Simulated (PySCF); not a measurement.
# C3H7FO: the cost of one run

Method: levels as typed in each script, gas phase, geometry from GFN2-xTB; program: PySCF 2.14.0.

### Step 1. Where the work starts

SMILES `CCOCF`, 12 atoms, charge 0, spin multiplicity 1.

Bond lengths: C1–C2 1.518 Å, C1–H6 1.086 Å, C1–H7 1.086 Å, C1–H8 1.086 Å, C2–O3 1.427 Å, C2–H9 1.100 Å, C2–H10 1.097 Å, O3–C4 1.359 Å, C4–F5 1.382 Å, C4–H11 1.095 Å, C4–H12 1.105 Å. Angles: C2–C1–H6 109.9°, C2–C1–H7 110.0°, C2–C1–H8 109.8°, H6–C1–H7 108.6°, H6–C1–H8 109.3°, H7–C1–H8 109.3°, C1–C2–O3 108.4°, C1–C2–H9 110.8°, C1–C2–H10 110.6°, O3–C2–H9 109.1°, O3–C2–H10 109.5°, H9–C2–H10 108.5°, C2–O3–C4 114.6°, O3–C4–F5 111.7°, O3–C4–H11 108.1°, O3–C4–H12 113.4°, F5–C4–H11 106.7°, F5–C4–H12 105.2° and more.

Geometry (Å):

```xyz
12
charge 0, multiplicity 1
C     2.2835   -0.0554    0.1591
C     0.8799   -0.3483   -0.3384
O    -0.0114    0.5990    0.2483
C    -1.2929    0.5219   -0.1961
F    -1.9081   -0.6441    0.2180
H     2.3157   -0.1370    1.2415
H     2.5741    0.9531   -0.1212
H     2.9827   -0.7642   -0.2749
H     0.8282   -0.2605   -1.4337
H     0.5736   -1.3632   -0.0555
H    -1.8571    1.3503    0.2454
H    -1.3751    0.5171   -1.2980
```

### Step 2. Excited states (wB97X/6-311g**)

Input file input.py:

```python
import numpy as np
from pyscf import gto, scf, dft, tdscf
from pyscf.scf import atom_ks, atom_hf
from scipy.linalg import block_diag

def solve(mol, dm0=None, hcore=None):
    mf = (dft.UKS if mol.spin else dft.RKS)(mol, xc='wb97x')
    mf.grids.level = 3
    mf = mf.density_fit(auxbasis='def2-universal-jkfit')
    mf.conv_tol, mf.max_cycle = 1e-8, 80
    if hcore is not None:
        mf.get_hcore = lambda *args: hcore
    mf.kernel(dm0)
    if not mf.converged:
        mf = mf.newton().run(mf.mo_coeff, mf.mo_occ, max_cycle=30)
    assert mf.converged, 'SCF not converged'
    return mf

mol = gto.M(atom='''
C      2.28352    -0.05543     0.15907
C      0.87986    -0.34826    -0.33837
O     -0.01143     0.59902     0.24830
C     -1.29293     0.52185    -0.19607
F     -1.90814    -0.64408     0.21804
H      2.31572    -0.13703     1.24147
H      2.57407     0.95314    -0.12118
H      2.98275    -0.76425    -0.27487
H      0.82820    -0.26051    -1.43374
H      0.57363    -1.36318    -0.05552
H     -1.85712     1.35029     0.24539
H     -1.37514     0.51709    -1.29803
''', basis='6-311g**', charge=0, spin=0, verbose=4)
mf = solve(mol)
td = mf.TDA()
td.nstates, td.singlet, td.conv_tol = 6, False, 1e-5
td.kernel()
td.analyze()
x, y = np.array([p[0] for p in td.xy]), np.array([p[1] + 0 * p[0] for p in td.xy])
f, mu = np.zeros(len(td.e)), np.zeros((len(td.e), 3))
nto = [td.get_nto(state=i + 1, verbose=4) for i in range(len(td.e))]
# spherically averaged free atoms, for the promolecule
atm = atom_ks.get_atm_nrks(mol, xc='wb97x')
pro = block_diag(*[(atm[a[0]][2] * atm[a[0]][3]) @ atm[a[0]][2].T for a in mol._atom])
np.savez('result.npz', e=td.e, f=f, ok=td.converged, w=[n[0] for n in nto], nto=[n[1] for n in nto], x=x, y=y, c=mf.mo_coeff, occ=mf.mo_occ, eps=mf.mo_energy, pro=pro, mu=mu)
```

Command:

```console
> OMP_NUM_THREADS=1 python input.py
```

What time and memory should one allow on 1 thread of Arm Neoverse V2, shared host?

About 7.7 min, with a peak of 0.71 GiB.
